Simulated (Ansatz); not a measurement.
# The silicon atom (triplet): density functionals in 6-31G, part 2 of 2

Ansatz 0.2.0, Gaussian basis; 6-31G, all electrons in the functionals, frozen cores in the correlation of double hybrids and RPA.

## (15) wB97M-V (unrestricted)

in.yaml

```yaml
crystal:
  periodic: [false, false, false]
  atoms:
    - {symbol: Si, position_ang: [0.000000, 0.000000, 0.000000]}
basis:
  gaussian: {orbitals: 6-31G}
magnetization: {spin_polarized: true, initial_magnetization: 2}
hamiltonian: {xc: {name: wB97M-V}}
output: {orbitals: {seedname: orbitals}}
```

The run is started by

```console
> ansatz run in.yaml --threads 1 --pin off --events-out ev --progress --plain --max-ram 2393MiB
```

The log of the run:

```text
Functional definition: wB97M-V
  name "wB97M-V"
  cite "Mardirossian & Head-Gordon, J. Chem. Phys. 144, 214110 (2016) doi:10.1063/1.4952647"
  cite "Becke, J. Chem. Phys. 107, 8554 (1997) doi:10.1063/1.475007"
  cite "Vydrov & Van Voorhis, J. Chem. Phys. 133, 244103 (2010) doi:10.1063/1.3521275"
  # Of w^i u^j: cxij and so on, Table III.
  parameter omega = 0.3/bohr
  parameter cx = 0.15
  parameter cx01 = 1.007
  parameter cx10 = 0.259
  parameter css00 = 0.443
  parameter css04 = -1.437
  parameter css10 = -4.535
  parameter css20 = -3.390
  parameter css43 = 4.278
  parameter cos00 = 1.000
  parameter cos10 = 1.358
  parameter cos20 = 2.924
  parameter cos21 = -8.812
  parameter cos60 = -1.390
  parameter cos61 = 9.142
  parameter b = 6.0
  parameter c = 0.01
  gx(w, u) = 1 - cx + cx01*u + cx10*w
  gss(w, u) = css00 + css04*u^4 + css10*w + css20*w^2 + css43*w^4*u^3
  gos(w, u) = cos00 + cos10*w + (cos20 + cos21*u)*w^2 + (cos60 + cos61*u)*w^6
  exchange = spin_sum(e_x_unif_sr(omega)*gx(b97_w, b97_u_x)) + cx*exact_x_sr(omega) + exact_x_lr(omega)
  correlation = spin_sum(e_c_pw_mod_same_spin*gss(b97_w, b97_u_same))
      + integral(e_c_pw_mod_opposite_spin*gos(b97_w_opposite, b97_u_opposite)) + vv10(b, c)
59 factors; integrals over basis functions are off by at most 8.5e-5 eV
29 factors; integrals over basis functions are off by at most 5.1e-5 eV
mean field evaluation 1: about -7873.0934 eV, gradient 1.2e0 eV
mean field evaluation 2: about -7873.1146 eV, gradient 3.2e-1 eV
mean field evaluation 4: about -7873.1150 eV, gradient 2.4e-2 eV
mean field evaluation 8: about -7873.1150 eV, gradient 6.8e-5 eV
mean field -7873.11497292 eV, -289.3316386658 hartree, gradient 6.1e-5 eV, S^2 2.000009; 0 other end points of the search recorded, 0 dependent functions left out
reference -7873.11499579 eV, -289.3316395064 hartree; 8, 6 occupied and 5, 7 virtual orbitals, 59 factors
Total energy: -7873.11499579 eV, -289.3316395064 hartree
```

Wall time 0.69 s (1 thread of Arm Neoverse V2, shared host).

From the report: ⟨S²⟩ of the determinant 2.000 (pure triplet: 2.00).

## (16) HSE06 (unrestricted)

Changes to in.yaml since step 15:

```diff
@@ -7,3 +7,2 @@
 magnetization: {spin_polarized: true, initial_magnetization: 2}
-hamiltonian: {xc: {name: wB97M-V}}
-output: {orbitals: {seedname: orbitals}}
+hamiltonian: {xc: {name: HSE06}}
```

The command is unchanged.

The log of the run:

```text
Functional definition: HSE06
  name "HSE06"
  cite "Heyd, Scuseria & Ernzerhof, J. Chem. Phys. 118, 8207 (2003) doi:10.1063/1.1564060"
  cite "Krukau, Vydrov, Izmaylov & Scuseria, J. Chem. Phys. 125, 224106 (2006) doi:10.1063/1.2404663"
  cite "Heyd & Scuseria, J. Chem. Phys. 120, 7274 (2004) doi:10.1063/1.1668634"
  cite "Ernzerhof & Perdew, J. Chem. Phys. 109, 3313 (1998) doi:10.1063/1.476928"
  cite "Perdew, Burke & Ernzerhof, Phys. Rev. Lett. 77, 3865 (1996) doi:10.1103/PhysRevLett.77.3865"
  parent pbe
  parameter a = 0.25
  parameter omega = 0.11/bohr
  # The whole range is PBE's own exchange, as in plane waves. The composition of these papers is wPBEh.
  exchange = pbe_x - a*pbe_x_sr(omega) + a*exact_x_sr(omega)
  correlation = pbe_c
59 factors; integrals over basis functions are off by at most 8.5e-5 eV
19 factors; integrals over basis functions are off by at most 4.2e-7 eV
mean field evaluation 1: about -7870.0722 eV, gradient 1.5e0 eV
mean field evaluation 2: about -7870.0971 eV, gradient 4.6e-1 eV
mean field evaluation 4: about -7870.0983 eV, gradient 4.4e-2 eV
mean field evaluation 8: about -7870.0984 eV, gradient 5.8e-6 eV
mean field evaluation 16: about -7870.0984 eV, gradient 2.8e-6 eV
mean field -7870.09835957 eV, -289.2207801701 hartree, gradient 7.2e-6 eV, S^2 2.000000; 1 other end points of the search recorded, 0 dependent functions left out
reference -7870.09838490 eV, -289.2207811007 hartree; 8, 6 occupied and 5, 7 virtual orbitals, 59 factors
Total energy: -7870.09838490 eV, -289.2207811007 hartree
```

Run time: 0.39 s. Hardware: 1 thread of Arm Neoverse V2, shared host.

From the report: ⟨S²⟩ of the determinant 2.000 (pure triplet: 2.00).

## (17) B2PLYP (unrestricted)

Changes to in.yaml since step 16:

```diff
@@ -7,2 +7,3 @@
 magnetization: {spin_polarized: true, initial_magnetization: 2}
-hamiltonian: {xc: {name: HSE06}}
+hamiltonian: {xc: {name: B2PLYP}}
+correlation: {electrons: outside_noble_gas}
```

Launched as before.

The log of the run:

```text
Functional definition: B2PLYP
  name "B2PLYP"
  cite "Grimme, J. Chem. Phys. 124, 034108 (2006) doi:10.1063/1.2148954"
  cite "Becke, Phys. Rev. A 38, 3098 (1988) doi:10.1103/PhysRevA.38.3098"
  cite "Lee, Yang & Parr, Phys. Rev. B 37, 785 (1988) doi:10.1103/PhysRevB.37.785"
  parameter a = 0.53
  parameter c = 0.27
  exchange = (1 - a)*b88_x + a*exact_x
  correlation = (1 - c)*lyp_c + c*(mp2_os + mp2_ss)
59 factors; integrals over basis functions are off by at most 8.5e-5 eV
mean field evaluation 1: about -7869.8344 eV, gradient 1.4e0 eV
mean field evaluation 2: about -7869.8380 eV, gradient 1.4e0 eV
mean field evaluation 4: about -7869.8639 eV, gradient 2.9e-2 eV
mean field evaluation 8: about -7869.8638 eV, gradient 8.3e-4 eV
mean field -7869.86382739 eV, -289.2121612713 hartree, gradient 2.6e-7 eV, S^2 2.000034; 0 other end points of the search recorded, 0 dependent functions left out
5 core orbitals not correlated: weight in the atoms' cores, before any rotation towards them, 1.000 or more for the frozen orbitals, at most 0.000 for the correlated occupied ones
reference -7869.86392328 eV, -289.2121647953 hartree; 3, 1 occupied and 5, 7 virtual orbitals, 59 factors
second order -0.51094301 eV of doubles, -0.00000000 eV of singles
Total energy: -7870.00187790 eV, -289.2172345338 hartree
```

It took 0.18 s on 1 thread of Arm Neoverse V2, shared host.

From the report: ⟨S²⟩ of the determinant 2.000 (pure triplet: 2.00).

## (18) PBE-QIDH (unrestricted)

Changes to in.yaml since step 17:

```diff
@@ -7,3 +7,3 @@
 magnetization: {spin_polarized: true, initial_magnetization: 2}
-hamiltonian: {xc: {name: B2PLYP}}
+hamiltonian: {xc: {name: PBE-QIDH}}
 correlation: {electrons: outside_noble_gas}
```

The command is unchanged.

The log of the run:

```text
Functional definition: PBE-QIDH
  name "PBE-QIDH"
  cite "Brémond, Sancho-García, Pérez-Jiménez & Adamo, J. Chem. Phys. 141, 031101 (2014) doi:10.1063/1.4890314"
  cite "Perdew, Burke & Ernzerhof, Phys. Rev. Lett. 77, 3865 (1996) doi:10.1103/PhysRevLett.77.3865"
  parameter a = 3^(-1/3)
  parameter c = 1/3
  exchange = (1 - a)*pbe_x + a*exact_x
  correlation = (1 - c)*pbe_c + c*(mp2_os + mp2_ss)
59 factors; integrals over basis functions are off by at most 8.5e-5 eV
mean field evaluation 1: about -7867.2051 eV, gradient 1.8e0 eV
mean field evaluation 2: about -7867.2094 eV, gradient 1.8e0 eV
mean field evaluation 4: about -7867.2575 eV, gradient 4.6e-2 eV
mean field evaluation 8: about -7867.2574 eV, gradient 5.3e-5 eV
mean field -7867.25737738 eV, -289.1163760002 hartree, gradient 3.7e-6 eV, S^2 2.000004; 0 other end points of the search recorded, 0 dependent functions left out
5 core orbitals not correlated: weight in the atoms' cores, before any rotation towards them, 1.000 or more for the frozen orbitals, at most 0.000 for the correlated occupied ones
reference -7867.25738513 eV, -289.1163762849 hartree; 3, 1 occupied and 5, 7 virtual orbitals, 59 factors
second order -0.46093805 eV of doubles, -0.00000000 eV of singles
Total energy: -7867.41103115 eV, -289.1220226719 hartree
```

Wall time 0.18 s (1 thread of Arm Neoverse V2, shared host).

From the report: ⟨S²⟩ of the determinant 2.000 (pure triplet: 2.00).

## (19) RPA-PBE

in.yaml

```yaml
crystal:
  periodic: [false, false, false]
  atoms:
    - {symbol: Si, position_ang: [0.000000, 0.000000, 0.000000]}
basis:
  gaussian: {orbitals: 6-31G}
magnetization: {spin_polarized: true, initial_magnetization: 2}
hamiltonian: {xc: {name: PBE}}
correlation: {method: rpa, electrons: outside_noble_gas}
```

Launched as before.

The log of the run:

```text
Functional definition: PBE
  name "PBE"
  cite "Perdew, Burke & Ernzerhof, Phys. Rev. Lett. 77, 3865 (1996) doi:10.1103/PhysRevLett.77.3865"
  parent pbe
  parameter kappa = 0.804
  parameter beta = 0.06672455060314922
  exchange = pbe_x(kappa = kappa, mu = beta*pi^2/3)
  correlation = pbe_c(beta = beta)
59 factors; integrals over basis functions are off by at most 8.5e-5 eV
mean field evaluation 1: about -7869.4527 eV, gradient 2.0e0 eV
mean field evaluation 2: about -7869.4455 eV, gradient 2.0e0 eV
mean field evaluation 4: about -7869.5037 eV, gradient 3.5e-2 eV
mean field evaluation 8: about -7869.5032 eV, gradient 3.5e-4 eV
mean field evaluation 16: about -7869.5030 eV, gradient 1.1e-1 eV
mean field evaluation 32: about -7869.5027 eV, gradient 1.5e-1 eV
mean field -7869.50323925 eV, -289.1989099016 hartree, gradient 4.4e-8 eV, S^2 2.000001; 3 other end points of the search recorded, 0 dependent functions left out
5 core orbitals not correlated: weight in the atoms' cores, before any rotation towards them, 1.000 or more for the frozen orbitals, at most 0.000 for the correlated occupied ones
reference -7859.35284762 eV, -288.8258898893 hartree; 3, 1 occupied and 5, 7 virtual orbitals, 59 factors
Total energy: -7860.96797542 eV, -288.8852447413 hartree
```

It took 0.36 s on 1 thread of Arm Neoverse V2, shared host.

From the report: ⟨S²⟩ of the determinant 2.000 (pure triplet: 2.00).

## (20) Side by side

```csv
functional,energy (eV),⟨S²⟩,time
SPW92,-7841.6757,2.000,0.24 s
PBE,-7869.5033,2.000,0.24 s
BLYP,-7873.6808,2.000,0.24 s
revPBE,-7872.0334,2.000,0.24 s
r2SCAN,-7872.7509,2.000,0.75 s
B97M-V,-7871.4571,2.001,1.1 s
PBE0,-7870.2745,2.000,0.15 s
B3LYP,-7874.1286,2.000,0.27 s
r2SCANh,-7872.7425,2.000,0.72 s
r2SCAN0,-7872.7310,2.000,0.54 s
BHLYP,-7873.7633,2.000,0.15 s
CAM-B3LYP,-7873.7079,2.000,0.21 s
wB97X-V,-7872.1315,2.000,0.57 s
wB97M-V,-7873.1150,2.000,0.69 s
HSE06,-7870.0984,2.000,0.39 s
B2PLYP,-7870.0019,2.000,0.18 s
PBE-QIDH,-7867.4110,2.000,0.18 s
RPA-PBE,-7860.9680,2.000,0.36 s
```

Orbital levels of the runs that wrote orbitals: PBE HOMO -4.50, LUMO -4.39 eV; PBE0 HOMO -5.55, LUMO -3.46 eV; wB97M-V HOMO -7.18, LUMO -1.26 eV.

## (21) Outcome

The summary covers parts 1 to 2.

| quantity | value |
| --- | --- |
| spread of total energies | 32.5 eV |
| quickest, slowest | PBE0 0.15 s, B97M-V 1.1 s |

In words: Total energies of different functionals can't be ranked; only differences within one functional count. These atomic energies are the zero for atomisation energies at the same level.
